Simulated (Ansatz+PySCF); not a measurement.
The numbers below are computed, except where a source is named.
## Several solutions for singlet C4H8

```xyz
12

C     0.0000   -0.6611   -0.6697
C     0.0000   -0.6611    0.6697
C     0.0000    0.5196   -1.5851
C     0.0000    0.5196    1.5851
H     0.0000   -1.6390   -1.1670
H     0.0000   -1.6390    1.1670
H     0.0000    1.4788   -1.0491
H     0.8826    0.5045   -2.2469
H    -0.8826    0.5045   -2.2469
H     0.0000    1.4788    1.0491
H    -0.8826    0.5045    2.2469
H     0.8826    0.5045    2.2469
```

Basis set: def2-SVP (spherical functions). Charge 0, multiplicity 1.

CASSCF(2,2) was run from several starts with Ansatz (development build ahead of 0.2.0) and PySCF 2.14.0. The starts are those of the Hartree–Fock orbitals from which the active space was taken at the frontier.

| run | program | start | converged | energy (hartree) | <S²> |
| --- | --- | --- | --- | --- | --- |
| A | Ansatz | stability test followed | yes | -156.02513 | 0.00 |
| B | Ansatz | atomic start, no search | yes | -156.02513 | 0.00 |
| C | Ansatz | search for the lowest state | yes | -156.02513 | 0.00 |
| D | PySCF | program defaults | yes | -156.00069 | 0.00 |

Problem. Which runs reached the lowest solution of this kind, and what is wrong with the others?

Solution. A, B, C reached the lowest solution found. Converged but too high: D by 0.66 eV. Convergence only shows a stationary point; in CASSCF the end hangs on which orbitals enter the active space. Caution: other starts end on other solutions of this active space.
